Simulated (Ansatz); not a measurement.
Basis sets over 8 cases of the atomisation energy at MP2 with Ansatz (Al to Cl present), each against its own reference: (a) Hartree-Fock in aug-cc-pV5Z plus the correlation part extrapolated as X^-3 from aug-cc-pVQZ and aug-cc-pV5Z; (b) Hartree-Fock in aug-cc-pVQZ plus the correlation part extrapolated as X^-3 from aug-cc-pVTZ and aug-cc-pVQZ. By their distance from other large sets or by the extrapolation step the references are unsure by up to roughly 1.19 kcal/mol. B3LYP-D3(BJ)/def2-TZVP geometries; electronic energies; frozen cores; unrestricted open shells; no added dispersion term; no relativity. Cartesian d functions in some cases of 6-31G*, 6-31G**. (X+d) sets on Al to Cl for cc-pVXZ and aug-cc-pVXZ. 

Cases are drawn at random; left out are references unsure by over 1.3 kcal/mol, doubtful singlets, and cases whose largest runs show a restricted determinant unstable towards unrestricted orbitals, <S^2> over 0.1 too high or, where CCSD(T) ran, T1 over 0.025 (0.045 for open shells). Sets are drawn from those converged to one state in every case.

Cases (SMILES) and reference values:
- Cl[Si] (Si-Cl) → Cl atom + Si atom: 106.06 kcal/mol (b)
- ClC (CH3-Cl) → C atom + Cl atom + 3 H atom: 399.06 kcal/mol (b)
- [S+]#[C-] (C-S) → C atom + S atom: 179.86 kcal/mol (a)
- [SiH]=O (O-SiH) → H atom + O atom + Si atom: 226.93 kcal/mol (b)
- [SiH4] (SiH4) → 4 H atom + Si atom: 318.02 kcal/mol (b)
- Cl[O] (O-Cl) → Cl atom + O atom: 64.12 kcal/mol (b)
- ClO (OH-Cl) → Cl atom + H atom + O atom: 173.36 kcal/mol (b)
- [SiH3] (SiH3) → 3 H atom + Si atom: 223.22 kcal/mol (b)

Q: Rank these sets by mean absolute deviation from the references, smallest first: 6-311++G(2d,2p); 3-21G; 6-31G**; def2-QZVP; aug-cc-pVDZ.

A: def2-QZVP (3.27 kcal/mol, signed -3.27), 6-311++G(2d,2p) (14.41 kcal/mol, signed -14.41), aug-cc-pVDZ (17.42 kcal/mol, signed -17.42), 6-31G** (20.68 kcal/mol, signed -20.68), 3-21G (61.19 kcal/mol, signed -61.19)

Ansatz is an electronic-structure program.
